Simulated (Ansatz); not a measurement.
BNH3F, closed shell: a single point away from equilibrium.

in.yaml

```yaml
crystal:
  periodic: [false, false, false]
  atoms:
    - {symbol: N, position_ang: [-0.405100, 0.122400, -0.611000]}
    - {symbol: B, position_ang: [0.371800, -0.222400, 0.610300]}
    - {symbol: F, position_ang: [0.293300, 0.562600, 1.568000]}
    - {symbol: H, position_ang: [-0.602200, -0.438700, -1.391200]}
    - {symbol: H, position_ang: [-0.954700, 0.893700, -0.701500]}
    - {symbol: H, position_ang: [1.107700, -1.087200, 0.554800]}
basis:
  gaussian: {orbitals: def2-TZVPP}
correlation: {method: ccsd_t}
output: {forces: true}
```

Launched with

```bash
ansatz run in.yaml --threads 4 --pin off --events-out ev --progress --plain --max-ram 5222MiB
```

Output of Ansatz 0.2.0:

```
Functional definition: HF
  name "HF"
  cite "Fock, Z. Phys. 61, 126 (1930) doi:10.1007/BF01340294"
  parent pbe
  exchange = exact_x
  correlation = 0
823 factors; integrals over basis functions are off by at most 1.3e-3 eV
mean field evaluation 1: about -4908.5257 eV, gradient 3.8e1 eV
mean field evaluation 2: about -4908.5274 eV, gradient 3.8e1 eV
mean field evaluation 4: about -4911.2911 eV, gradient 2.4e0 eV
mean field evaluation 8: about -4911.3136 eV, gradient 9.1e-2 eV
mean field evaluation 16: about -4911.3120 eV, gradient 3.2e-1 eV
mean field -4911.31360313 eV, -180.4874459073 hartree, gradient 2.6e-6 eV, S^2 0.000000; 0 other end points of the search recorded, 0 dependent functions left out
3 core orbitals not correlated: weight in the atoms' cores, before any rotation towards them, 1.000 or more for the frozen orbitals, at most 0.000 for the correlated occupied ones
reference -4911.31360313 eV, -180.4874459073 hartree; 9, 9 occupied and 123, 123 virtual orbitals, 823 factors
second order -15.27920272 eV of doubles, -0.00000000 eV of singles
cycle   1  -15.38652109 eV  change   -1.1e-1 eV  update   7.3e-2
cycle   2  -15.68328946 eV  change   -3.0e-1 eV  update   2.0e-2
cycle   3  -15.75307242 eV  change   -7.0e-2 eV  update   1.1e-2
cycle   4  -15.74349103 eV  change    9.6e-3 eV  update   3.1e-3
cycle   5  -15.74241124 eV  change    1.1e-3 eV  update   1.3e-3
cycle   6  -15.74290647 eV  change   -5.0e-4 eV  update   4.5e-4
cycle   7  -15.74267638 eV  change    2.3e-4 eV  update   1.5e-4
cycle   8  -15.74262680 eV  change    5.0e-5 eV  update   5.4e-5
cycle   9  -15.74264030 eV  change   -1.4e-5 eV  update   2.1e-5
cycle  10  -15.74264047 eV  change   -1.6e-7 eV  update   6.0e-6
perturbative correction -0.49875667 eV, -0.0183289694 hartree
the calculation of the forces begins
Total energy: -4927.55500027 eV, -181.0843062431 hartree
Atom 0 at    -0.405100     0.122400    -0.611000 Å, force     2.407456    -2.149270     2.386991 eV/Å
Atom 1 at     0.371800    -0.222400     0.610300 Å, force    -1.759091    -0.999317    -6.466876 eV/Å
Atom 2 at     0.293300     0.562600     1.568000 Å, force    -0.204453     3.056060     4.219116 eV/Å
Atom 3 at    -0.602200    -0.438700    -1.391200 Å, force     0.421695    -1.261331    -0.753436 eV/Å
Atom 4 at    -0.954700     0.893700    -0.701500 Å, force    -1.672061     2.734646     0.403214 eV/Å
Atom 5 at     1.107700    -1.087200     0.554800 Å, force     0.806453    -1.380789     0.210991 eV/Å
Dipole moment:    -0.170429    -0.045852    -0.257666 e Å
```

The lines “mean field evaluation” count trial sets of orbitals through the whole run, from several starts and some on an approximate energy, so they need not fall steadily or lie above the final value.

The run took 30 s on 4 CPU threads of an AMD EPYC 7R43 (shared host), with 1.4 GiB of host memory at its peak.
